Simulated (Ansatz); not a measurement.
# B₂+ (doublet): B97M-V, PBE0 over a scan of the distance B1–B2, cc-pVTZ

Aim: run B₂+ (doublet) with these functionals over a scan of the distance B1–B2, and hold them against the top wave-function level at the same points.

Program: Ansatz 0.2.0, Gaussian basis. Level of theory: cc-pVTZ, all electrons in the functionals. These are calculated values, not measurements.

The runs, in order: B97M-V, PBE0, at 1.338 Å; 1.563 Å; 1.704 Å; 1.832 Å; 2.057 Å; 2.350 Å; 2.663 Å; 3.089 Å; 3.796 Å; 4.621 Å; 5.909 Å.

16 further runs of the same task are left out: 13 that didn't finish, 3 set aside as unsound or not needed. Runs told in other sessions of the task aren't counted.

## Step 1: The system

The geometry derives from a PBE0/def2-TZVP stationary point (not a proven minimum). One bond is set to the value named and the two fragments are kept rigid.

2 atoms, charge 1, spin multiplicity 2.

Atoms are counted from 1 here; the program's logs count them from 0.

Bond lengths: B1–B2 1.704 Å.

No dispersion term is added; B97M-V holds VV10 nonlocal correlation.

The geometry shown and the zero of energy belong to the point 1.704 Å. The yardstick, FCI, and other wave-function levels (R restricted, U unrestricted, valence and pair active spaces) come from earlier runs.

## Step 2: B97M-V, 1.338 Å

File in.yaml:

```yaml
crystal:
  periodic: [false, false, false]
  atoms:
    - {symbol: B, position_ang: [0.000000, 0.000000, 0.000000]}
    - {symbol: B, position_ang: [0.000000, 0.000000, 1.338000]}
basis:
  gaussian: {orbitals: cc-pVTZ}
total_charge: 1
magnetization: {spin_polarized: true, initial_magnetization: 1}
hamiltonian: {xc: {name: B97M-V}}
```

The run is started by

```sh
$ ansatz run in.yaml --threads 1 --pin off --events-out ev --progress --plain --max-ram 2393MiB
```

After this run come: B97M-V, 1.563 Å; B97M-V, 1.704 Å; B97M-V, 1.832 Å; B97M-V, 2.057 Å; B97M-V, 2.350 Å; B97M-V, 2.663 Å; B97M-V, 3.089 Å; B97M-V, 3.796 Å; B97M-V, 4.621 Å; B97M-V, 5.909 Å; PBE0, 1.338 Å; PBE0, 1.563 Å; PBE0, 1.704 Å; PBE0, 1.832 Å; PBE0, 2.057 Å; PBE0, 2.350 Å; PBE0, 2.663 Å; PBE0, 3.089 Å; PBE0, 3.796 Å; PBE0, 4.621 Å; PBE0, 5.909 Å.

Before running them: what should the planned runs give, taken together? Wanted: span of the FCI curve; largest miss, B97M-V; largest miss, PBE0.

As calculated:

| quantity | value |
| --- | --- |
| span of the FCI curve | 2.597 eV |
| largest miss, B97M-V | -1.091 eV (5.909 Å) |
| largest miss, PBE0 | -0.521 eV (5.909 Å) |

**Reading.** Of the functionals, PBE0 keep the smallest largest miss at the points compared (at most 0.521 eV) and B97M-V strays most (1.091 eV, at 5.909 Å). B97M-V, PBE0 clearly break the spin symmetry at some points (⟨S²⟩ up to 0.96 above the pure value), so energy there is bought with a mixed spin. Functionals and the yardstick converge differently with the basis, so part of each miss in cc-pVTZ is the basis.
